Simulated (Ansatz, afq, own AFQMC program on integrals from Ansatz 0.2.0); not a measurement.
Integrals from Ansatz 0.2.0, then the random walk in our own AFQMC program (afq).

```yaml
crystal:
  periodic: [false, false, false]
  atoms:
    - {symbol: N, position_ang: [0.000000, 0.000000, 0.660040]}
    - {symbol: C, position_ang: [0.000000, 0.000000, -0.576764]}
    - {symbol: H, position_ang: [0.000000, -0.937350, -1.149693]}
    - {symbol: H, position_ang: [0.000000, 0.937349, -1.149693]}
basis:
  gaussian: {orbitals: cc-pVTZ}
magnetization: {spin_polarized: false, initial_magnetization: 1}
correlation: {method: ccsd_t, electrons: outside_noble_gas, hamiltonian_folder: ham}
```

```sh
$ ansatz run in.yaml --threads 1 --pin off --events-out ev --progress --plain --max-ram 24576MiB --backend cuda --devices 0, --max-vram 18GiB
```

Options of the walk:

```
--method phaseless --trial hf --walkers 600 --populations 10 --least-time 40 --time-step 0.005 --steps-per-block 20 --equilibration-blocks 112 --max-blocks 4000 --target-error 0.001 --factor-cut 1e-05 --start spin_pure --seed 1033 --taylor-order 6
```

Times are imaginary, in 1/Eh. The walk had a cap of 87 s. With eight or more populations the least sampling time is a fifth of least-time, and the error comes from their spread.

Output of the walk:

```
orbitals 86  electrons 6 5  factors 506 of 506
reference energy -93.45576911 Eh
CCSD correlation -0.35217331 Eh in 12 cycles, weight of the determinant in the CISD state 0.8750
energy of the start -93.455771 Eh
 block  time / (1/Eh)  mean weight  energy / Eh
     1     0.100  1.0012  -93.565577
     2     0.200  1.0026  -93.630186
     3     0.300  1.0023  -93.683539
     4     0.400  1.0028  -93.704602
     5     0.500  1.0011  -93.732684
     8     0.800  1.0012  -93.766081
    22     2.200  1.0013  -93.819348
    85     8.500  0.9993  -93.814014
   148    14.800  0.9993  -93.827216
   211    21.100  0.9994  -93.823835
   274    27.400  0.9991  -93.817112
   295    29.500  1.0005  -93.850543
   337    33.700  1.0008  -93.830250
   400    40.000  1.0001  -93.818707
   463    46.300  0.9998  -93.844576
   526    52.600  0.9998  -93.813931
   589    58.900  1.0001  -93.802414
   652    65.200  1.0010  -93.830609
   715    71.500  1.0021  -93.833529
   778    77.800  1.0008  -93.827386
   841    84.100  1.0001  -93.801333
error from the spread of 10 populations
energy -93.822471 +/- 0.001287 Eh
(rows thinned)
```

The run passed its tests (sampling time, drift between the halves within three errors, error under three times the target), which doesn't prove that it has relaxed, ending at its cap on processor time.

Against this walk (error 35.0 meV) on the same determinant: CCSD(T) 15.1 meV lower (within the noise), a separate phaseless walk with a CISD trial and standard settings 37.6 ± 35.8 meV lower (within the noise). The error is statistical and leaves out the bias of the constraint. None of these is a sure reference here.

Cautions: constraint bias not in the error; error above the target (35.0 against 27.2 meV); higher spins were not checked; a spin-contaminated unrestricted determinant lies lower (UHF 275 meV lower, ⟨S²⟩ 0.93).

The walk took 87 s on 1 × NVIDIA H100 80GB HBM3 with 2 threads of AMD EPYC 7R13 Processor (Zen 3) (shared host) (the card was shared). The log's last line is the phaseless energy.

A walk keeps the symmetry of its determinant, which the program's search chose and which needn't be the lowest solution, so a lower state of the same spin and another symmetry isn't excluded.
